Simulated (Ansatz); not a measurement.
# CH4Cl (doublet): from Hartree-Fock to the top rungs at distance C1–H5 along a hydrogen transfer = 1.355 Å, cc-pVDZ

How much of the correlation energy of CH4Cl (doublet) does each wave-function method recover here?

Program: Ansatz 0.2.0, Gaussian basis. Level of theory: cc-pVDZ, core rule «outside noble gas», up to 6 orbitals frozen. These are calculated values, not measurements.

To be run: UHF; CCSD(T) on ROHF; CCSD(T) on UHF; BCCD(T) on ROHF; CISD; CCSDT(Q) on ROHF; CCSDT(Q) on UHF; CASSCF and MRCISD+Q, 3 electrons in 3 orbitals; CASSCF and NEVPT2, 3 electrons in 3 orbitals; CASSCF and MRCISD+Q, 15 electrons in 12 orbitals; CASSCF and NEVPT2, 15 electrons in 12 orbitals.

### 1 What is computed

The geometry derives from fragments relaxed apart (PBE0/def2-TZVP) and kept rigid, so it is no stationary point. A hydrogen atom is moved between rigid fragments.

6 atoms, charge 0, spin multiplicity 2.

Atoms are counted from 1 here; the program's logs count them from 0.

Bond lengths: C1–H2 1.090 Å, C1–H3 1.090 Å, C1–H4 1.090 Å, C1–H5 1.355 Å, H5–Cl6 1.456 Å. Angles: H2–C1–H3 109.5°, H2–C1–H4 109.5°, H2–C1–H5 109.5°, H3–C1–H4 109.5°, H3–C1–H5 109.5°, H4–C1–H5 109.5°, C1–H5–Cl6 180.0°.

### 2 UHF

in.yaml

```yaml
crystal:
  periodic: [false, false, false]
  atoms:
    - {symbol: C, position_ang: [-1.940479, 0.000000, 0.000000]}
    - {symbol: H, position_ang: [-2.303685, 1.027301, 0.000000]}
    - {symbol: H, position_ang: [-2.303685, -0.513650, 0.889668]}
    - {symbol: H, position_ang: [-2.303685, -0.513650, -0.889669]}
    - {symbol: H, position_ang: [-0.585479, 0.000000, 0.000000]}
    - {symbol: Cl, position_ang: [0.870521, 0.000000, 0.000000]}
basis:
  gaussian: {orbitals: cc-pVDZ}
magnetization: {spin_polarized: true, initial_magnetization: 1}
hamiltonian: {xc: hf}
output: {orbitals: {seedname: orbitals}}
```

Run with:

```console
> ansatz run in.yaml --threads 1 --pin off --events-out ev --progress --plain --max-ram 4096MiB --backend cpu
```

Further steps of the session: CCSD(T) on ROHF; CCSD(T) on UHF; BCCD(T) on ROHF; CISD; CCSDT(Q) on ROHF; CCSDT(Q) on UHF; CASSCF and MRCISD+Q, 3 electrons in 3 orbitals; CASSCF and NEVPT2, 3 electrons in 3 orbitals; CASSCF and MRCISD+Q, 15 electrons in 12 orbitals; CASSCF and NEVPT2, 15 electrons in 12 orbitals.

Before running them: what should the planned runs give, taken together? Wanted: UCCSDT(Q) below the RHF energy; RMP2 from UCCSDT(Q); UMP2 from UCCSDT(Q); RCCSD from UCCSDT(Q); RCCSD(T) from UCCSDT(Q); UCCSD(T) from UCCSDT(Q); RCCSDT(Q) from UCCSDT(Q); NEVPT2 pair from UCCSDT(Q); MRCISD+Q pair from UCCSDT(Q).

The runs gave:

| quantity | value |
| --- | --- |
| UCCSDT(Q) below the RHF energy | -9.3530 eV |
| RMP2 from UCCSDT(Q) | +1190.6 meV |
| UMP2 from UCCSDT(Q) | +1263.5 meV |
| RCCSD from UCCSDT(Q) | +232.3 meV |
| RCCSD(T) from UCCSDT(Q) | +33.7 meV |
| UCCSD(T) from UCCSDT(Q) | +34.8 meV |
| RCCSDT(Q) from UCCSDT(Q) | +0.4 meV |
| NEVPT2 pair from UCCSDT(Q) | +1179.9 meV |
| MRCISD+Q pair from UCCSDT(Q) | +97.9 meV |
| NEVPT2 valence from UCCSDT(Q) | +1535.5 meV |
| levels within 1 kcal/mol (43 meV) | RCCSD(T), UCCSD(T), BCCD(T), RCCSDT, UCCSDT, RCCSDT(Q), MRCISD+Q valence |
| T1 diagnostic | 0.020 |
| effectively unpaired electrons | 1.02 |

In words: RCCSD(T) lands +33.7 meV from the yardstick (0.4 % of the correlation energy). One determinant dominates. Of the multireference levels listed MRCISD+Q valence comes nearest in total energy (+37.1 meV), which doesn't show that its space is the better one. These misses are within one basis, not against nature; the frozen cores of restricted and unrestricted runs differ, which can shift their rows.
